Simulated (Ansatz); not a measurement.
Q: Name a neutral molecule of B, C, N and H with HOMO–LUMO gap (B3LYP/def2-TZVPP) between 7.25 and 7.55 eV and LUMO energy (PBE/def2-TZVPP) between -0.85 and -0.55 eV (Ansatz, PBE0-D4/def2-TZVP geometry).

A: `[BH3-][NH2+]C` (7.43 eV, -0.61 eV). Other molecules can fit too; these were computed, each in one conformer that needn't be the lowest.

B3LYP here is the variant with VWN-RPA as its local correlation; programs differ in this.
